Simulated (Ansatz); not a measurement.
A calculation on bcc W returned lattice constant a 3.165 Å, bulk modulus 333 GPa.

For reference: lattice constant a 3.16 Å (measured, static lattice: zero-point anharmonic expansion removed; as tabulated in Mejia-Rodriguez and Trickey (2018), arXiv:1807.09216); bulk modulus 312 GPa (measured, zero-point energy and finite temperature contributions removed, our sources range from 300 to 328; as tabulated in doi:10.1021/acs.jctc.3c00612).

Q: Which level of theory produced these numbers?
A) Hartree–Fock (Ansatz (a program for electronic structure))
B) r²SCANh (Ansatz)
C) PBE+SOC (Ansatz)
D) RPBE (Ansatz)

A: B, r²SCANh (Ansatz)

The others give: PBE+SOC 3.185 Å, 301 GPa; RPBE 3.197 Å, 293 GPa; Hartree–Fock 3.203 Å, 336 GPa.

Unless a cell is named, each level is at its own relaxed cell (Hartree–Fock 16.42, PBE+SOC 16.16, r²SCANh 15.85, RPBE 16.33 Å³/atom).

Ansatz's density-functional and Hartree–Fock values are scalar-relativistic unless marked +SOC, with PAW data made under PBE.
